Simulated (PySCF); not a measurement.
## HC(OH) + H₂O → CH₄ + O₂

Level: PBE0 in the def2-TZVP basis family, all electrons, no relativity, computed in PySCF with density fitting; open shells unrestricted.

| species | state and structure | E (Eh) | ZPE (kJ/mol) | H(298 K) − H(0) (kJ/mol) | S° (J/(mol K)) |
| --- | --- | --- | --- | --- | --- |
| HC(OH) | singlet, Cs, C–H 1.122 Å, C–O 1.299 Å, O–H 0.975 Å; C–O–H 115.9°, H–C–O 107.3° | -114.32533 | 68.5 | 10.1 | 225.2 |
| H₂O | singlet, C2v, O–H 0.960 Å (×2); H–O–H 105.1° | -76.37736 | 56.5 | 9.9 | 188.7 |
| CH₄ | singlet, Td, C–H 1.090 Å (×4) | -40.47415 | 117.5 | 10.0 | 186.2 |
| O₂ | triplet, D∞h, O–O 1.193 Å | -150.23561 | 10.3 | 8.7 | 204.9 |

(1) What is the electronic reaction energy?

(2) Add zero-point, thermal and entropy terms for 298.15 K and 1 bar.

Results:

(1) At PBE0/def2-TZVP, ΔE = -18.6 kJ/mol from the differences of the total energies times 2625.5, downhill. 

(2) ΔZPE = 2.8 and Δ[H(298) − H(0)] = -1.3 kJ/mol give ΔH° = -17.1 kJ/mol. ΔS° = -22.8 J/(mol K), so ΔG° = -17.1 − 298.15 × (-0.0228) = -10 kJ/mol and log₁₀K = 1.8.

Each species is the lowest minimum found with this bonding; other isomers or fragments can lie lower.
